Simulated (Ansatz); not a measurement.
How far each method lies from full CI for P₂, quintet

Geometry: that of the P2, triplet, kept fixed. The triplet lies 2.2 eV lower here.

```xyz
2

P     0.0000    0.0000    0.0000
P     0.0000    0.0000    2.0558
```

Basis 6-31G; Ansatz 0.2.0. Correlated methods freeze the noble-gas cores, which leaves 10 electrons in 16 orbitals. R marks a restricted (for open shells ROHF) determinant, U an unrestricted one. Active spaces: valence = (10e, 8o) chosen from the atoms' valence shells.

Full CI is exact within this basis and frozen core; it isn't the basis-set limit. The frozen core follows each run's orbitals, which can shift R against U totals by a few meV.

For open shells CISD and CISDTQ are restricted-active-space CI with the open shells as a complete middle space.

```
UHF ⟨S²⟩                          : 6.015
T1 diagnostic (RCCSD)             : 0.0166
largest doubles amplitude (RCCSD) : 0.078
T1 diagnostic (UCCSD)             : 0.0073
```

```json
{"level": "RHF", "E − E(full CI) (kJ/mol)": "160.3", "share of correlation (%)": "0.00", "wall time": "–"}
{"level": "UHF", "E − E(full CI) (kJ/mol)": "150.1", "share of correlation (%)": "6.38", "wall time": "–"}
{"level": "RMP2", "E − E(full CI) (kJ/mol)": "41.8", "share of correlation (%)": "73.94", "wall time": "–"}
{"level": "UMP2", "E − E(full CI) (kJ/mol)": "40.4", "share of correlation (%)": "74.82", "wall time": "–"}
{"level": "CISD", "E − E(full CI) (kJ/mol)": "6.5", "share of correlation (%)": "95.97", "wall time": "0.99 s"}
{"level": "RCCSD", "E − E(full CI) (kJ/mol)": "2.8", "share of correlation (%)": "98.28", "wall time": "–"}
{"level": "UCCSD", "E − E(full CI) (kJ/mol)": "2.8", "share of correlation (%)": "98.25", "wall time": "–"}
{"level": "RCCSD(T)", "E − E(full CI) (kJ/mol)": "0.9", "share of correlation (%)": "99.45", "wall time": "0.72 s"}
{"level": "UCCSD(T)", "E − E(full CI) (kJ/mol)": "0.9", "share of correlation (%)": "99.45", "wall time": "0.69 s"}
{"level": "BCCD(T)", "E − E(full CI) (kJ/mol)": "0.9", "share of correlation (%)": "99.42", "wall time": "0.54 s"}
{"level": "RCCSDT", "E − E(full CI) (kJ/mol)": "0.2", "share of correlation (%)": "99.90", "wall time": "–"}
{"level": "UCCSDT", "E − E(full CI) (kJ/mol)": "0.1", "share of correlation (%)": "99.92", "wall time": "–"}
{"level": "CISDTQ", "E − E(full CI) (kJ/mol)": "0.1", "share of correlation (%)": "99.95", "wall time": "9 s"}
{"level": "RCCSDT(Q)", "E − E(full CI) (kJ/mol)": "0.1", "share of correlation (%)": "99.97", "wall time": "2.4 s"}
{"level": "UCCSDT(Q)", "E − E(full CI) (kJ/mol)": "0.0", "share of correlation (%)": "99.99", "wall time": "2.1 s"}
{"level": "RCCSDTQ", "E − E(full CI) (kJ/mol)": "0.0", "share of correlation (%)": "99.99", "wall time": "20 s"}
{"level": "UCCSDTQ", "E − E(full CI) (kJ/mol)": "0.0", "share of correlation (%)": "100.01", "wall time": "20 s"}
{"level": "CASSCF (valence space)", "E − E(full CI) (kJ/mol)": "106.5", "share of correlation (%)": "33.54", "wall time": "–"}
{"level": "NEVPT2 (valence space)", "E − E(full CI) (kJ/mol)": "30.8", "share of correlation (%)": "80.81", "wall time": "0.42 s"}
{"level": "MRCISD (valence space)", "E − E(full CI) (kJ/mol)": "3.3", "share of correlation (%)": "97.97", "wall time": "–"}
{"level": "MRCISD+Q (valence space)", "E − E(full CI) (kJ/mol)": "0.2", "share of correlation (%)": "99.87", "wall time": "0.99 s"}
```

The correlation energy at full CI, counted from RHF, is -1.661 eV. That run took 15 s on 1 thread of Arm Neoverse V2, shared host over 801,328 determinants.

Times hold each run's SCF and search for its determinant on a shared host, so for small cases they say little of a method's own cost; they ran on 1 thread of Arm Neoverse V2.

The full-CI state has the irrep Ag of D2h, in the program's axes (one component, if the state is degenerate).

Natural occupations of full CI about the gap: 1.987 1.976 1.956 1.001 1.001 0.993 0.993 0.047 0.011 0.007; effectively unpaired electrons, Σ n²(2−n)², 4.02.
